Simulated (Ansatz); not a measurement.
# C₄H₇ClO: up Jacob's ladder to CCSD(T)

How much do the methods differ for C₄H₇ClO? The plan is to run it at one geometry with functionals of several rungs and with coupled cluster, and see how far each lands from CCSD(T) at the basis-set limit for the atomisation energy.

Computed with Ansatz 0.2.0, Gaussian basis. Level: functionals in def2-TZVPP, the program's frozen cores in correlated methods.

Levels to be run: PBE-D4, r2SCAN-D4, PBE0-D4, B3LYP-D4, ωB97X-V, ωB97M-V, B2PLYP; CCSD(T)/def2-TZVPP; MP2/def2-QZVPP; extrapolation to the limit.

## 1. The geometry

An earlier PBE0-D4 in a triple-zeta def2 set relaxation fixed the geometry.

SMILES `CC(Cl)/C=C/O`, 13 atoms, charge 0, spin multiplicity 1.

Atoms are counted from 1 here; the program's logs count them from 0.

Bond lengths: C1–C2 1.513 Å, C1–H7 1.092 Å, C1–H8 1.091 Å, C1–H9 1.093 Å, C2–Cl3 1.824 Å, C2–C4 1.479 Å, C2–H10 1.091 Å, C4–C5 1.327 Å, C4–H11 1.086 Å, C5–O6 1.353 Å, C5–H12 1.088 Å, O6–H13 0.959 Å. Angles: C2–C1–H7 110.5°, C2–C1–H8 111.1°, C2–C1–H9 109.3°, H7–C1–H8 108.5°, H7–C1–H9 108.4°, H8–C1–H9 109.0°, C1–C2–Cl3 108.1°, C1–C2–C4 113.6°, C1–C2–H10 110.5°, Cl3–C2–C4 109.8°, Cl3–C2–H10 104.0°, C4–C2–H10 110.3°, C2–C4–C5 121.9°, C2–C4–H11 118.1°, C5–C4–H11 120.0°, C4–C5–O6 122.4°, C4–C5–H12 121.2°, O6–C5–H12 116.4° and more.

## 2. PBE-D4 (GGA)

in.yaml reads:

```yaml
crystal:
  periodic: [false, false, false]
  atoms:
    - {symbol: C, position_ang: [0.301507, -1.729582, 0.813121]}
    - {symbol: C, position_ang: [0.755152, -0.459353, 0.128382]}
    - {symbol: Cl, position_ang: [2.074762, -0.891977, -1.054529]}
    - {symbol: C, position_ang: [-0.331678, 0.256031, -0.573773]}
    - {symbol: C, position_ang: [-0.558498, 1.549383, -0.381677]}
    - {symbol: O, position_ang: [-1.560955, 2.210229, -1.004762]}
    - {symbol: H, position_ang: [-0.149753, -2.412994, 0.091323]}
    - {symbol: H, position_ang: [1.138872, -2.237385, 1.292910]}
    - {symbol: H, position_ang: [-0.447088, -1.484326, 1.571096]}
    - {symbol: H, position_ang: [1.246547, 0.204875, 0.840932]}
    - {symbol: H, position_ang: [-0.952877, -0.307177, -1.263412]}
    - {symbol: H, position_ang: [0.061892, 2.136257, 0.293002]}
    - {symbol: H, position_ang: [-1.557482, 3.131220, -0.737715]}
basis:
  gaussian: {orbitals: def2-TZVPP}
hamiltonian: {xc: pbe, dispersion: d4}
output: {forces: true, orbitals: {seedname: orbitals}}
```

Launch:

```sh
ansatz run in.yaml --threads 2 --pin off --events-out ev --progress --plain --max-ram 32768MiB --backend cuda --devices 0, --max-vram 18GiB
```

Further steps of the session: r2SCAN-D4 (meta-GGA); PBE0-D4 (hybrid); B3LYP-D4 (hybrid); ωB97X-V (range-separated); ωB97M-V (range-separated); B2PLYP (double hybrid); CCSD(T) in def2-TZVPP; MP2 in def2-QZVPP.

**Question.** What will the summary of the whole plan be? Wanted: atomisation energy, CCSD(T)/CBS; farthest; mean size of error, hybrid; mean size of error, range-separated; gap, smallest and largest; T1 diagnostic; triples share of the correlation energy.

The runs gave:

| quantity | value |
| --- | --- |
| atomisation energy, CCSD(T)/CBS | 53.672 eV |
| functionals within 0.268 eV (0.5 %) | r2SCAN-D4, B3LYP-D4, ωB97X-V, ωB97M-V |
| farthest | PBE-D4 (+1.611 eV) |
| mean size of error, hybrid | 0.269 eV |
| mean size of error, range-separated | 0.113 eV |
| gap, smallest and largest | 4.70 eV (PBE-D4), 11.43 eV (ωB97X-V) |
| T1 diagnostic | 0.0109 |
| triples share of the correlation energy | 4.1 % |

In words: PBE-D4 misses by +1.611 eV. Double hybrids carry the basis error of their MP2 part in triple zeta, and no dispersion term here, so their miss is partly the set-up's. Misses under about 0.268 eV are within the doubt on the reference itself, which lacks core-valence correlation, relativity and higher excitations. Hartree-Fock recovers 73 % of the binding; the rest is correlation. The gap grows from 4.7 to 11.4 eV across the functionals, mostly with the share of exact exchange.
